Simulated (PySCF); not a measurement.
**Si2+: bond curves at several levels of theory**

What are the lowest state that PBE0 finds, the bond length, vibrational wavenumber and bond energy of Si2+, and how much do these hang on the method?

The runs use PySCF 2.14.0; Si cc-pV(D+d)Z, no relativity.

**1. Set-up**

The job is set up so:

```yaml
atoms: Si, Si
charge: 1
basis: Si cc-pV(D+d)Z
Hamiltonian: no relativity
basis_functions: 46
electrons_treated: 27
masses_in_u: 27.9769, 27.9769
levels: PBE0, PBE, r²SCAN, B97-3, BP86, M06, ωB97X, HF, MP2, SCS-MP2, CCSD, CCSD(T)
grid: 80 radial by 434 angular points
occupations: held fixed by the projection of orbital angular momentum
dissociation_limit: Si+ + Si, each in its ground configuration
starting_distance_in_angstrom: 2.330
values_of_2S_to_try: 1, 3
```

Run with:

```sh
OMP_NUM_THREADS=1 python dia.py task.json out
```

After this run come: PBE0 along the bond; Excited determinants; PBE; r²SCAN (meta-GGA); B97-3 (global hybrid GGA); BP86 (GGA); M06 (hybrid meta-GGA); ωB97X (range-separated hybrid); UHF; Correlated methods on the Hartree–Fock reference.

**Question.** What will these runs give? Wanted: for each run, Re; ωe; De.

The runs gave:

Lowest PBE0 solution found, without spin–orbit coupling: ⁴Σg⁻ (quartet), unpaired electrons σ ↑, π ↑↑. State 2 has its PBE0 minimum 0.30 eV higher, as a spin-mixed determinant (⟨S²⟩ = 1.78), so this is no gap between pure states. State 3 has its PBE0 minimum 0.37 eV higher, as a spin-mixed determinant (⟨S²⟩ = 1.77), so this is no gap between pure states. State 4 has its PBE0 minimum 0.66 eV higher. The other levels ran on the lowest alone.

```
      level  Re (Å)  ωe (cm⁻¹)  De (eV)
        UHF   2.257        506     2.18
    UHF-MP2   2.280        486     3.13
UHF-SCS-MP2   2.261        513     2.85
   UHF-CCSD   2.291        472     2.93
UHF-CCSD(T)   2.300        461     3.11
        PBE   2.305        442     3.88
       BP86   2.312        434     3.79
     r²SCAN   2.285        464     3.75
       PBE0   2.275        474     3.61
      B97-3   2.284        465     3.48
        M06   2.282        466     3.75
      ωB97X   2.243        513     3.30
```

De is counted to Si+ + Si in their ground configurations.

Differences from CCSD(T) in the same basis:

```
      level  Re (mÅ)  ωe (%)
        UHF      -43    +9.7
    UHF-MP2      -21    +5.4
UHF-SCS-MP2      -40   +11.2
   UHF-CCSD       -9    +2.5
        PBE       +5    -4.0
       BP86      +11    -5.8
     r²SCAN      -15    +0.7
       PBE0      -26    +2.9
      B97-3      -16    +1.0
        M06      -19    +1.1
      ωB97X      -57   +11.3
```

In words: Against CCSD(T) in the same basis, the bond length is nearest at PBE (+5 mÅ) and farthest at ωB97X (-57 mÅ); the wavenumber is nearest at r²SCAN (+0.7 %) and farthest at ωB97X (+11.3 %). Hartree–Fock falls on the short and stiff side, its usual fault. PBE gives a bond that is too long and too soft, as GGAs tend to. CCSD(T) in a basis this small is itself some way from its limit, more so than the functionals. Of the levels with a De here, UHF gives the least (2.18 eV) and PBE the most (3.88 eV).

Correlated steps freeze 10 core orbitals.
